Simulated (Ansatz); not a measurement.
# CH4ClF: the cost of one run

Computed with Ansatz 0.2.0. Level: RKS PBE0-D4/def2-TZVPD.

**1. The system as given**

7 atoms, charge 0, spin multiplicity 1.

Atoms are counted from 1 here; the program's logs count them from 0.

Bond lengths: F1–H2 0.932 Å, C3–Cl4 1.801 Å, C3–H5 1.104 Å, C3–H6 1.103 Å, C3–H7 1.103 Å. Angles: Cl4–C3–H5 108.4°, Cl4–C3–H6 108.5°, Cl4–C3–H7 108.4°, H5–C3–H6 110.6°, H5–C3–H7 110.3°, H6–C3–H7 110.6°.

Geometry (Å):

```xyz
7

F    -0.2047   -0.0008   -2.3664
H    -0.4772   -0.1449   -3.2463
C     0.2434    0.1163    1.0613
Cl   -1.0365   -0.9278    1.7786
H     0.1141    1.1414    1.4490
H     0.1337    0.1003   -0.0357
H     1.2273   -0.2845    1.3595
```

This geometry comes from a loose relaxation at PBE in a small basis, which is not shown.

**5. The grid**

First coordinate, separation of Cl4 and H2 along their line in the relaxed pair: 13 values from 1.820 to 3.820 Å. Second coordinate, sideways slip of F1, H2: 13 values from −3.0 Å.

Nothing else is relaxed (both partners rigid). Energies count from the two partners far apart, frozen as in the relaxed pair, each in its own basis (no counterpoise correction). Points are written as (first, second).

(The set-up runs are not shown.)

**6. The run at (2.108 Å, 0.0 Å)**

input.yaml reads:

```yaml
crystal:
  periodic: [false, false, false]
  atoms:
    - { symbol: F, position_ang: [-0.335844, -0.096731, -2.436829] }
    - { symbol: H, position_ang: [-0.709312, -0.438278, -1.652856] }
    - { symbol: C, position_ang: [0.323928, 0.191606, 0.883424] }
    - { symbol: Cl, position_ang: [-1.046158, -0.836244, 0.389647] }
    - { symbol: H, position_ang: [-0.062704, 0.984193, 1.518258] }
    - { symbol: H, position_ang: [0.780415, 0.602726, -0.013423] }
    - { symbol: H, position_ang: [1.030836, -0.429546, 1.426716] }
basis:
  gaussian: { orbitals: def2-TZVPD }
hamiltonian:
  xc: pbe0
  dispersion: d4
output:
  forces: true
```

Launch:

```
ansatz run input.yaml --threads 1 --pin off --max-ram 2560MiB --backend cpu --events-out ev --progress --plain --runs-dir out
```

What time and memory should one allow on 1 thread of Intel Xeon 6975P-C (Granite Rapids), shared host?

About 2.4 s, with a peak of 0.28 GiB.
